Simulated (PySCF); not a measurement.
Calculated properties of `C[CH]OCC` [radical]

Compound: C4H9O (doublet state).
Cartesian coordinates in Å at the GFN2-xTB level; atoms count from 1:
```
atom  x, y, z in Å
C1    -2.481    0.208    0.340
C2    -1.180   -0.499    0.346
O3    -0.118    0.176   -0.200
C4     1.146   -0.419   -0.031
C5     2.195    0.479   -0.666
H6    -3.298   -0.505    0.229
H7    -2.657    0.767    1.267
H8    -2.504    0.913   -0.487
H9    -0.961   -1.251    1.090
H10    1.157   -1.414   -0.503
H11    1.353   -0.554    1.043
H12    1.990    0.597   -1.726
H13    3.182    0.042   -0.539
H14    2.177    1.461   -0.200
```

From GFN2-xTB geometry:

```yaml
Rotational_constants_A_B_C_of_the_GFN2-xTB_geometry: 20.644, 2.242, 2.106 GHz
```

From UKS B3LYP, pcH-1 on C H O, non-relativistic, mean-field spin-orbit, GIAO (PySCF):

```yaml
Isotropic_g_value: 2.00317
Principal_g_values: 2.00210, 2.00330, 2.00410
Spin_squared_⟨S²⟩: 0.753
Largest_Mulliken_spin_population: 0.90 on C2
Largest_isotropic_hyperfine_couplings_means_over_sets_of_like_nuclei: 13C +147.5 (C2), 1H +62.6 (H6/H7/H8), 1H -38.7 (H9), 17O -22.2 (O3), 13C -21.5 (C1) MHz
```

Monoisotopic mass (most abundant isotopes): 73.0653 u.

The rotational constants make it an asymmetric top with κ = (2B − A − C)/(A − C) = -0.99, nearer the prolate limit (−1). g_iso is shifted by about +850 ppm from the free-electron value 2.002319; the principal values span 0.0020. ⟨S²⟩ is 0.003 above the pure-spin value S(S + 1) = 0.75. With B = h/(8π²I), that is 505.379 GHz u Å² over I, the principal moments of inertia are 24.5, 225.4 and 239.9 u Å² (most abundant isotopes). At 9.50 GHz, hν = g·μB·B₀ (B₀ the magnetic field) puts the centre of the isotropic spectrum, to first order, at 338.8 mT.

One conformer (not necessarily the lowest) at the GFN2-xTB geometry, without solvent or vibrations. Hyperfine couplings depend on the geometry, which wasn't re-optimised at a DFT level. Couplings of like nuclei are plain means over topologically equivalent atoms, as if these changed places fast (by rotation of a methyl-like group, say); in this geometry the members of some sets differ.

For the EPR job (B3LYP), on one thread, x86-64 server, no GPU, shared host, this took 51 s of wall time.
